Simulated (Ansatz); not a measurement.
Input file:

```yaml
crystal:
  periodic: [false, false, false]
  atoms:
    - {symbol: B, position_ang: [-1.338695, 0.000000, 0.000000]}
    - {symbol: H, position_ang: [-1.935429, 1.033571, 0.000000]}
    - {symbol: H, position_ang: [-1.935429, -1.033571, 0.000000]}
    - {symbol: H, position_ang: [0.040305, 0.000000, 0.000000]}
    - {symbol: B, position_ang: [1.349305, 0.000000, 0.000000]}
    - {symbol: H, position_ang: [1.858378, 0.000000, 1.077008]}
    - {symbol: H, position_ang: [1.858378, 0.000000, -1.077008]}
basis:
  gaussian: {orbitals: cc-pVDZ}
magnetization: {spin_polarized: true, initial_magnetization: 1}
correlation: {method: ccsdt_q, electrons: outside_noble_gas}
```

```sh
$ ansatz run in.yaml --threads 1 --pin off --events-out ev --progress --plain --max-ram 2393MiB
```

The program prints:

```
978 factors; integrals over basis functions are off by at most 2.6e-7 eV
mean field evaluation 1: about -1415.9152 eV, gradient 1.3e1 eV
mean field evaluation 2: about -1415.9152 eV, gradient 1.3e1 eV
mean field evaluation 4: about -1417.5988 eV, gradient 1.3e0 eV
mean field evaluation 8: about -1417.6256 eV, gradient 2.9e-4 eV
mean field evaluation 16: about -1417.6246 eV, gradient 2.0e-1 eV
mean field evaluation 32: about -1417.6640 eV, gradient 1.5e-4 eV
mean field evaluation 64: about -1417.3072 eV, gradient 9.8e-1 eV
mean field evaluation 96: about -1417.6254 eV, gradient 3.1e-2 eV
mean field evaluation 128: about -1417.6634 eV, gradient 2.1e-2 eV
mean field evaluation 160: about -1417.6257 eV, gradient 9.2e-3 eV
mean field -1417.66343096 eV, -52.0981701608 hartree, gradient 3.1e-6 eV, S^2 0.767041; 12 other end points of the search recorded, 0 dependent functions left out
determinant -1417.66343096 eV, -52.0981701608 hartree, with singles and doubles -1423.65465833 eV, -52.3183437057 hartree
determinant -1417.62547798 eV, -52.0967754148 hartree, with singles and doubles -1423.64415418 eV, -52.3179576856 hartree
determinant -1417.26630739 eV, -52.0835761390 hartree, with singles and doubles -1423.18944785 eV, -52.3012475359 hartree
determinant -1417.66343096 eV, -52.0981701608 hartree, with singles and doubles -1423.65488085 eV, -52.3183518835 hartree
determinant -1417.62547798 eV, -52.0967754148 hartree, with singles and doubles -1423.64433829 eV, -52.3179644514 hartree
determinant -1417.26630739 eV, -52.0835761390 hartree, with singles and doubles -1423.18951066 eV, -52.3012498443 hartree
2 core orbitals not correlated: weight in the atoms' cores, before any rotation towards them, 1.000 or more for the frozen orbitals, at most 0.000 for the correlated occupied ones
reference -1417.66343096 eV, -52.0981701608 hartree; 6, 5 occupied and 45, 46 virtual orbitals, 978 factors
second order -4.79931576 eV of doubles, -0.00000000 eV of singles
cycle   1  -5.67495805 eV  change   -8.8e-1 eV  update   7.0e-2
cycle   2  -6.09864553 eV  change   -4.2e-1 eV  update   2.9e-2
cycle   3  -6.13676530 eV  change   -3.8e-2 eV  update   1.1e-2
cycle   4  -6.14102564 eV  change   -4.3e-3 eV  update   5.4e-3
cycle   5  -6.14246852 eV  change   -1.4e-3 eV  update   2.8e-3
cycle   6  -6.14213386 eV  change    3.3e-4 eV  update   1.3e-3
cycle   7  -6.14171566 eV  change    4.2e-4 eV  update   6.1e-4
cycle   8  -6.14204939 eV  change   -3.3e-4 eV  update   2.7e-4
cycle   9  -6.14223219 eV  change   -1.8e-4 eV  update   1.1e-4
cycle  10  -6.14215377 eV  change    7.8e-5 eV  update   4.9e-5
cycle  11  -6.14210860 eV  change    4.5e-5 eV  update   2.4e-5
cycle  12  -6.14211982 eV  change   -1.1e-5 eV  update   1.1e-5
cycle  13  -6.14212896 eV  change   -9.1e-6 eV  update   6.1e-6
cycle  14  -6.14213746 eV  change   -8.5e-6 eV  update   3.1e-6
cycle  15  -6.14213858 eV  change   -1.1e-6 eV  update   1.4e-6
cycle  16  -6.14213773 eV  change    8.4e-7 eV  update   7.3e-7
perturbative correction -0.00423818 eV, -0.0001557503 hartree
Total energy: -1423.80980687 eV, -52.3240453096 hartree
```

Ran on 1 thread of Intel Xeon 6975P-C, shared host: 54 s wall, 0.79 GiB peak host memory.
